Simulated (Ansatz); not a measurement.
Geometry optimisation, Ansatz 0.2.0, RKS revPBE-D4/def2-SVP.

The input (input.yaml):

```yaml
crystal:
  periodic: [false, false, false]
  atoms:
    - { symbol: Al, position_ang: [0.208916, 0.446306, -0.095649] }
    - { symbol: H, position_ang: [-0.344767, 0.189896, 1.357618] }
    - { symbol: H, position_ang: [1.704788, 0.977444, -0.303379] }
    - { symbol: H, position_ang: [-0.818309, 0.300365, -1.320934] }
    - { symbol: O, position_ang: [0.114022, -2.377885, 0.793782] }
    - { symbol: Al, position_ang: [-0.876632, -3.661301, 0.158003] }
    - { symbol: H, position_ang: [-0.099928, -4.688411, -0.77983] }
    - { symbol: H, position_ang: [-2.434967, -3.726771, 0.529113] }
    - { symbol: H, position_ang: [-0.224123, -1.669444, 1.401976] }
basis:
  gaussian: { orbitals: def2-SVP }
hamiltonian:
  xc: revpbe
  dispersion: d4
relax:
  f_tol: 0.03
  max_steps: 50
output:
  orbitals: {}
```

Command:

```bash
$ ansatz run input.yaml --threads 1 --pin off --max-ram 2048MiB --backend cpu --events-out ev --progress --plain --runs-dir out
```

**Question.** Where does it end, and by what steps?

**Answer.** It converged. The force dipped under the threshold on the way, but the program's further checks kept it going. After 19 steps the energy has fallen by 1.652 eV; H4 moved furthest, 1.54 Å. Joined: Al1–O5, Al1–Al6, H4–Al6.

```json
{"step": "0", "energy less start (eV)": "0.0000", "largest force component (eV/Å)": "0.842", "accepted": "yes"}
{"step": "1", "energy less start (eV)": "-0.1317", "largest force component (eV/Å)": "0.959", "accepted": "yes"}
{"step": "2", "energy less start (eV)": "-0.3130", "largest force component (eV/Å)": "1.248", "accepted": "yes"}
{"step": "3", "energy less start (eV)": "-0.4532", "largest force component (eV/Å)": "0.860", "accepted": "yes"}
{"step": "4", "energy less start (eV)": "-0.5298", "largest force component (eV/Å)": "0.588", "accepted": "yes"}
{"step": "5", "energy less start (eV)": "-0.5870", "largest force component (eV/Å)": "0.201", "accepted": "yes"}
{"step": "6", "energy less start (eV)": "-0.6480", "largest force component (eV/Å)": "0.146", "accepted": "yes"}
{"step": "7", "energy less start (eV)": "-0.7070", "largest force component (eV/Å)": "0.233", "accepted": "yes"}
{"step": "8", "energy less start (eV)": "-0.7687", "largest force component (eV/Å)": "0.196", "accepted": "yes"}
{"step": "9", "energy less start (eV)": "-0.8538", "largest force component (eV/Å)": "0.204", "accepted": "yes"}
{"step": "10", "energy less start (eV)": "-0.9778", "largest force component (eV/Å)": "0.464", "accepted": "yes"}
{"step": "11", "energy less start (eV)": "-1.2174", "largest force component (eV/Å)": "0.541", "accepted": "yes"}
{"step": "12", "energy less start (eV)": "-1.4533", "largest force component (eV/Å)": "0.455", "accepted": "yes"}
{"step": "13", "energy less start (eV)": "-1.5772", "largest force component (eV/Å)": "0.553", "accepted": "yes"}
{"step": "14", "energy less start (eV)": "-1.6289", "largest force component (eV/Å)": "0.403", "accepted": "yes"}
{"step": "15", "energy less start (eV)": "-1.6317", "largest force component (eV/Å)": "0.402", "accepted": "yes"}
{"step": "16", "energy less start (eV)": "-1.6064", "largest force component (eV/Å)": "2.107", "accepted": "no"}
{"step": "17", "energy less start (eV)": "-1.6513", "largest force component (eV/Å)": "0.050", "accepted": "yes"}
{"step": "18", "energy less start (eV)": "-1.6521", "largest force component (eV/Å)": "0.016", "accepted": "yes"}
{"step": "19", "energy less start (eV)": "-1.6524", "largest force component (eV/Å)": "0.019", "accepted": "yes"}
```

```xyz
9
Properties=species:S:1:pos:R:3
Al 0.130 -0.251 0.206
H -0.903 0.744 0.911
H 1.551 0.167 -0.383
H -0.716 -1.207 -1.012
O 0.172 -1.923 1.087
Al -0.849 -2.792 -0.247
H 0.012 -3.830 -1.098
H -2.355 -3.020 0.235
H 0.187 -2.097 2.042
```

Whether the end is a true minimum wasn't checked by a vibrational analysis.

Time of the run: 47 s on 1 thread of AMD EPYC 7R43 64-Core Processor (Zen 3) (shared host), peak memory 0.15 GiB.
